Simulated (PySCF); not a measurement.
**H6NPSi: core ionisation energies**

H6NPSi.
Numbering: `[NH2:1][SiH2:2][PH2:3]`

Method: delta-SCF UKS SCAN, pcX-2 on the ionised atom, pcseg-1 elsewhere, spin-free X2C in PySCF 2.14.0. These are vertical core ionisation energies against the vacuum level, from separate self-consistent calculations with and without the core hole.

Problem. Give the core binding energies atom by atom.

Solution. 
```json
{"atom(s)": "Si2", "environment": "SiH2 silicon", "level": "Si 2p3/2", "binding energy (eV)": "106.90", "2p1/2 (eV)": "107.52", "count": "1"}
{"atom(s)": "P3", "environment": "three-coordinate phosphorus", "level": "P 2p3/2", "binding energy (eV)": "136.19", "2p1/2 (eV)": "137.08", "count": "1"}
{"atom(s)": "N1", "environment": "silicon-bound nitrogen", "level": "N 1s", "binding energy (eV)": "404.80", "2p1/2 (eV)": "–", "count": "1"}
{"atom(s)": "Si2", "environment": "SiH2 silicon", "level": "Si 1s", "binding energy (eV)": "1846.75", "2p1/2 (eV)": "–", "count": "1"}
{"atom(s)": "P3", "environment": "three-coordinate phosphorus", "level": "P 1s", "binding energy (eV)": "2149.72", "2p1/2 (eV)": "–", "count": "1"}
```

Problem. Which effective nuclear charge Zeff reproduces each element's mean 1s value in the hydrogen-like formula E = 13.606 eV × Zeff²?

Solution. N (Z = 7): mean 404.8 eV, Zeff = 5.45, Z − Zeff = 1.55; Si (Z = 14): mean 1846.7 eV, Zeff = 11.65, Z − Zeff = 2.35; P (Z = 15): mean 2149.7 eV, Zeff = 12.57, Z − Zeff = 2.43. Means run over the listed sites, weighted by atom count.

The 2p values aren't plain energy differences: one relaxed spin-free 2p hole is combined with a matrix within the shell (ground-state 2p orbital-energy differences and spin–orbit coupling). 2p3/2, the mean of its two sublevels, lies a third of the splitting below the shell's mean and 2p1/2 two thirds above it; the statistical areas are 2:1. 2p1/2 minus 2p3/2 (ligand field included): Si 0.62 eV, P 0.89 eV. The structure is a single PBE0-D3(BJ)/def2-SVP conformer in the gas phase; no vibrational or solvent corrections.

Shape of the structure used: `[NH2:1][SiH2:2][PH2:3]`: H–N1–Si2–P3 53°, H–N1–Si2–P3 -166°, H–P3–Si2–N1 178°, H–P3–Si2–N1 83°.
